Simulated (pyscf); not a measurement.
`[F][GeH]([F])[F]` + `[NH2]` [doublet] → `[F][Ge]([F])[F]` [doublet] + `[NH3]` (hydrogen abstraction; doublet surface; Ge–H broken, H–N formed). Structures and frequencies: ωB97X-D3(BJ)/def2-SVP in PySCF. Energies in kcal/mol from the separated reactants.

```json
[
 {"level": "ωB97X-D3(BJ)/def2-TZVP", "barrier": "___", "reaction energy": "___"},
 {"level": "r²SCAN/def2-TZVP", "barrier": "___", "reaction energy": "-23.1"},
 {"level": "B3LYP-D3(BJ)/def2-TZVP", "barrier": "-2.3", "reaction energy": "-24.1"},
 {"level": "M06-2X/def2-TZVP", "barrier": "1.9", "reaction energy": "-25.1"},
 {"level": "ωB97M-D3(BJ)/def2-TZVP", "barrier": "0.9", "reaction energy": "-24.8"},
 {"level": "HF/def2-TZVP", "barrier": "14.0", "reaction energy": "-8.1"}
]
```

Fill in the missing entries.


- ωB97X-D3(BJ)/def2-TZVP, barrier: 0.6
- ωB97X-D3(BJ)/def2-TZVP, reaction energy: -21.8
- r²SCAN/def2-TZVP, barrier: -2.4

On the reactant side the descent ends in a bound adduct, 8.5 kcal/mol under the separated species and 9.1 kcal/mol under the saddle at ωB97X-D3(BJ)/def2-TZVP. On the product side the descent ends in an adduct with a Ge–N contact (not fully relaxed), 18.0 kcal/mol under the separated species and 40.4 kcal/mol under the saddle at ωB97X-D3(BJ)/def2-TZVP. At r²SCAN, B3LYP-D3(BJ) the saddle lies under the separated reactants, which points to a path from their complex (located at ωB97X-D3(BJ) alone). One saddle was located; it need not be the lowest between these sides. The angle at the transferred H is 150°. Elements up to Kr have no core potential and no relativistic terms here.
